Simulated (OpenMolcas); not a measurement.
# singlet [AlF2]+: levels of theory compared

We compute a comparison of 6 runs (HF/STO-3G, B2PLYP/STO-3G, B3LYP/STO-3G, r2SCAN/STO-3G, MP2/STO-3G, CISD/STO-3G) of singlet [AlF2]+. 

The calculation is run with OpenMolcas 26.06.

1 further run of the same task is left out (for a known fault of the program).

### Step 1. The system as given

[AlF2]+: 3 atoms, total charge +1, spin state singlet. As SMILES of the parent species, `[F][Al][F]`. The shape is that of a PBE0-D4/def2-TZVP optimisation. That shape belongs to the parent species and isn't relaxed for this state.

Bond lengths: F1–Al2 1.647 Å, Al2–F3 1.647 Å. Angles: F1–Al2–F3 119.7°.

### Step 2. The energy at HF/STO-3G (run 1)

Input file calc.input:

```
&GATEWAY
  BasLib=$CurrDir
  Coord
  3
  angstrom
  F        0.533000      -1.361200       0.136400
  Al       0.388700       0.275400       0.245200
  F       -0.932500       1.021000      -0.394800
  Basis=STO-3G
  Group=NoSym

&SEWARD

&SCF
  Charge=1
  Thresholds=1e-10 1e-07 1e-07 1e-05
  PrOrbitals=1 1
```

The basis set STO-3G is read from a file made from the Basis Set Exchange's data (not shown).

On the command line:

```console
$ export MOLCAS_MEM=1860
$ pymolcas calc.input > calc.log
```

What it wrote:

```text
--- Start Module: gateway ---
[...]
--- Stop Module: gateway /rc=_RC_ALL_IS_WELL_ ---
--- Start Module: seward ---
[...]
      Basis functions           19
--- Stop Module: seward /rc=_RC_ALL_IS_WELL_ ---
--- Start Module: scf ---
[...]
       Convergence after  15 Iterations
[...]
::    Total SCF energy                               -434.9286250657
[...]
      Total spin, S                                     0.0000000000
[...]
      Total electronic charge=   30.000000
      Total            charge=    1.000000
[...]
      Dipole Moment (debye):
      Origin of the operator (angstrom)=    0.0446    0.0149    0.0263
                   X=  3.6227E+00               Y=  2.7426E+00               Z=  2.3049E+00           Total=  5.0949E+00
      Center of Charge (angstrom)
[...]
--- Stop Module: scf /rc=_RC_ALL_IS_WELL_ ---
[...]
```

Wall time 1.6 s (1 thread of Intel Xeon Platinum 8488C (Sapphire Rapids), shared host); peak memory 0.37 GiB.

### Step 3. A single-point energy at B2PLYP/STO-3G (run 2)

Input file calc.inp:

```
* AlF2 Kohn-Sham DFT
>>> EXPORT MOLCAS_PRINT=2

&GATEWAY
 BasLib
 $CurrDir
 Coord
 3
 angstrom
 F        0.533000      -1.361200       0.136400
 Al       0.388700       0.275400       0.245200
 F       -0.932500       1.021000      -0.394800
 Basis
 STO-3G
 Group
 NoSym

&SEWARD
 GridInput
 Grid=UltraFine
 End of Grid

&SCF
 Charge
 1
 KSDFT
 B2PLYP_SCF
 Thresholds
 1e-10 1e-07 1e-07 1e-05
 PrOrbitals
 1 1

&MBPT2
 Frozen
 7
```

The basis set STO-3G is read from a file made from the Basis Set Exchange's data (not shown).

On the command line:

```console
$ export MOLCAS_MEM=1860
$ pymolcas calc.inp > calc.log
```

What it wrote:

```text
--- Start Module: gateway ---
[...]
--- Stop Module: gateway /rc=_RC_ALL_IS_WELL_ ---
[...]
      Basis functions           19
[...]
--- Start Module: scf ---
[...]
       Convergence after  16 Iterations
[...]
::    Total KS-DFT energy                            -435.7490374231
[...]
      Total spin, S                                     0.0000000000
[...]
      Total electronic charge=   30.000000
      Total            charge=    1.000000
[...]
      Dipole Moment (debye):
      Origin of the operator (angstrom)=    0.0446    0.0149    0.0263
                   X=  3.0967E+00               Y=  2.3445E+00               Z=  1.9703E+00           Total=  4.3553E+00
      Center of Charge (angstrom)
[...]
--- Stop Module: scf /rc=_RC_ALL_IS_WELL_ ---
[...]
--- Start Module: mbpt2 ---
[...]
 ###    WARNING: MP2 implementation intended for RHF references only         ###
 ###############################################################################
MBPT2 WARNING: Reference function according to RunFile:KS-DFT
I'll assume you know what you're doing and continue
WARNING!
Default frozen orbitals as non valence orbitals is overwritten by user input.
Default values:   4
[...]
       Reference weight ( Cref**2 )         =        0.88404
::    Total MBPT2 energy                             -435.8920272325
[...]
      Total MBPT2 calculations                           0.04      0.04
--- Stop Module: mbpt2 /rc=_RC_ALL_IS_WELL_ ---
[...]
```

Wall time 3.9 s (1 thread of Intel Xeon Platinum 8488C (Sapphire Rapids), shared host); peak memory 0.37 GiB.

### Step 4. The energy at B3LYP/STO-3G (run 3)

Input file calc.inp:

```
* AlF2 Kohn-Sham DFT

&gateway
  baslib = $CurrDir
  coord
  3
  angstrom
  F        0.533000      -1.361200       0.136400
  Al       0.388700       0.275400       0.245200
  F       -0.932500       1.021000      -0.394800
  basis = STO-3G
  group = NoSym

&seward
  gridinput
  Grid=UltraFine
  End of Grid

&scf
  charge = 1
  ksdft = B3LYP
  thresholds = 1e-10 1e-07 1e-07 1e-05
  prorbitals = 1 1
```

The basis set STO-3G is read from a file made from the Basis Set Exchange's data (not shown).

On the command line:

```console
$ export MOLCAS_MEM=1860
$ pymolcas calc.inp > calc.log
```

What it wrote:

```text
--- Start Module: gateway ---
[...]
--- Stop Module: gateway /rc=_RC_ALL_IS_WELL_ ---
--- Start Module: seward ---
[...]
      Basis functions           19
--- Stop Module: seward /rc=_RC_ALL_IS_WELL_ ---
--- Start Module: scf ---
[...]
       Convergence after  15 Iterations
[...]
::    Total KS-DFT energy                            -436.1051917273
[...]
      Total spin, S                                     0.0000000000
[...]
      Total electronic charge=   30.000000
      Total            charge=    1.000000
[...]
      Dipole Moment (debye):
      Origin of the operator (angstrom)=    0.0446    0.0149    0.0263
                   X=  2.6837E+00               Y=  2.0318E+00               Z=  1.7075E+00           Total=  3.7744E+00
      Center of Charge (angstrom)
[...]
--- Stop Module: scf /rc=_RC_ALL_IS_WELL_ ---
[...]
```

Wall time 3.9 s (1 thread of Intel Xeon Platinum 8488C (Sapphire Rapids), shared host); peak memory 0.37 GiB.

Runs 4 to 5 aren't shown in full; the table further down has their settings and results.

### Step 5. The energy at CISD/STO-3G (run 6)

Input file calc.inp:

```
&GATEWAY
  BasLib=$CurrDir
  Coord
  3
  angstrom
  F        0.533000      -1.361200       0.136400
  Al       0.388700       0.275400       0.245200
  F       -0.932500       1.021000      -0.394800
  Basis=STO-3G
  Group=NoSym

&SEWARD

&SCF
  Charge=1
  Thresholds=1e-10 1e-07 1e-07 1e-05
  PrOrbitals=1 1

&MOTRA
  Frozen=7

&GUGA
  Electrons=16
  Spin=1
  Inactive=8
  Active=0
  CIAll=1

&CPF
  SDCI
```

The basis set STO-3G is read from a file made from the Basis Set Exchange's data (not shown).

On the command line:

```console
$ export MOLCAS_MEM=1860
$ pymolcas calc.inp > calc.log
```

What it wrote:

```text
--- Start Module: gateway ---
[...]
--- Stop Module: gateway /rc=_RC_ALL_IS_WELL_ ---
[...]
      Basis functions           19
[...]
       Convergence after  15 Iterations
[...]
::    Total SCF energy                               -434.9286250657
[...]
      Total spin, S                                     0.0000000000
[...]
      *** WARNING: Default frozen orbitals is overwritten by user input.
      *** Default values:   4
[...]
--- Start Module: guga ---
[...]
--- Stop Module: guga /rc=_RC_ALL_IS_WELL_ ---
--- Start Module: cpf ---
[...]
      Active orbitals                            0       0
[...]
      Spin quantum number                      0.0
[...]
     FINAL CI ENERGY          -435.02622703
     FINAL CORRELATION ENERGY   -0.09760197  REFERENCE ENERGY    -434.92862507
[...]
     REL. CI ENERGY           -435.02622703
[...]
      Total electronic charge=   30.000000
      Total            charge=    1.000000
[...]
      Dipole Moment (debye):
      Origin of the operator (angstrom)=    0.0446    0.0149    0.0263
                   X=  2.6236E+00               Y=  1.9862E+00               Z=  1.6693E+00           Total=  3.6898E+00
      Quadrupole Moment (debye*angstrom):
[...]
--- Stop Module: cpf /rc=_RC_ALL_IS_WELL_ ---
[...]
```

Wall time 1.8 s (1 thread of Intel Xeon Platinum 8488C (Sapphire Rapids), shared host); peak memory 0.37 GiB.

### Step 6. The series

| run | level | frozen core orbitals | integration grid | energy (Eh) | HOMO energy (eV) | LUMO energy (eV) | HOMO–LUMO gap (eV) | wall time |
| --- | --- | --- | --- | --- | --- | --- | --- | --- |
| 1 | HF/STO-3G | – | – | -434.928625 | -19.12 | -4.43 | 14.69 | 1.6 s |
| 2 | B2PLYP/STO-3G | 7 | UltraFine | -435.787645 | -15.73 | -6.88 | 8.85 | 3.9 s |
| 3 | B3LYP/STO-3G | – | UltraFine | -436.105192 | -13.45 | -8.49 | 4.96 | 3.9 s |
| 4 | r2SCAN/STO-3G | – | UltraFine | -436.047586 | -12.20 | -9.02 | 3.18 | 4.2 s |
| 5 | MP2/STO-3G | 7 | – | -435.010816 | -19.12 | -4.43 | 14.69 | 1.7 s |
| 6 | CISD/STO-3G | 7 | – | -435.026227 | -19.12 | -4.43 | 14.69 | 1.8 s |

### Step 7. Summary of results

```
                                          quantity          value
                               run 6: total energy  -435.02623 Eh
        run 6: HOMO energy (Hartree–Fock orbitals)      -19.12 eV
        run 6: LUMO energy (Hartree–Fock orbitals)       -4.43 eV
      run 6: HOMO–LUMO gap (Hartree–Fock orbitals)       14.69 eV
run 6: correlation energy (7 core orbitals frozen)      -97.6 mEh
```

**Reading.** Below the HF energy at the same shape and in the same basis (STO-3G): MP2 -82.2 mEh; CISD -97.6 mEh. Over runs 1, 2, 3, 4 the HOMO–LUMO gap runs from 3.18 eV (r2SCAN/STO-3G) to 14.69 eV (HF/STO-3G). Exact exchange widens orbital gaps. For B2PLYP the log adds the whole second-order term; the table takes 0.27 of it, as the functional is defined. Totals of different functionals can't be ranked against each other. In runs 1, 2, 3, 4, 5, 6 the basis is minimal, so the values are rough. All runs together took 17 s, the longest 4.2 s.
